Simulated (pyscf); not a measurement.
**Hydrogen abstraction: `[F][SiH]([F])[F]` + `[H]` [doublet] -> `[F][Si]([F])[F]` [doublet] + `[H][H]`**

Gas phase, doublet surface, charge 0. Bonds broken: Si2–H5. Bonds formed: H5–H6. PySCF, gas phase, ωB97X-D3(BJ)/def2-SVP geometries.

Transition state (Å):

```xyz
6

F      1.7153     0.3842    -0.9955
Si     0.3443     0.4754    -0.1625
F      0.5842     1.4648     1.0807
F     -0.7681     1.1373    -1.1144
H     -0.1280    -1.0077     0.3533
H     -0.4264    -1.9554     0.6836
```

One imaginary mode, 1316i cm⁻¹; descent along it reached the two sides named.

| bond | change | reactant side (Å) | saddle | product side |
|---|---|---|---|---|
| Si2–H5 | breaks | 1.464 | 1.640 | 3.1 |
| H5–H6 | forms | 3.4 | 1.047 | 0.761 |

Electronic energies relative to the separated reactants (eV):

| level | barrier | reaction energy | reverse barrier |
|---|---|---|---|
| ωB97X-D3(BJ)/def2-TZVP | 0.37 | -0.12 | 0.48 |
| PBE/def2-TZVP | 0.09 | -0.32 | 0.41 |
| r²SCAN/def2-TZVP | 0.10 | -0.33 | 0.43 |
| B3LYP-D3(BJ)/def2-TZVP | 0.15 | -0.31 | 0.46 |
| PBE0-D3(BJ)/def2-TZVP | 0.22 | -0.19 | 0.41 |
| M06-2X/def2-TZVP | 0.43 | -0.25 | 0.68 |
| ωB97M-D3(BJ)/def2-TZVP | 0.37 | -0.12 | 0.49 |
| HF/def2-TZVP | 0.89 | +0.10 | 0.79 |

With ωB97M-D3(BJ)/def2-TZVP energies and thermal terms (ideal gas, 1 atm, RRHO with modes under 100 cm⁻¹ raised to 100, one conformer, R ln 2 for chiral ones without a mode under 150 cm⁻¹), in eV:

```csv
T (K),ΔH‡,ΔG‡,ΔH,ΔG
298,0.30,0.57,-0.08,-0.15
600,0.29,0.85,-0.08,-0.22
900,0.28,1.13,-0.10,-0.28
1200,0.28,1.42,-0.13,-0.34
```

This is the saddle that the search found; another between the same sides may lie lower. The angle at the transferred H is 180°.
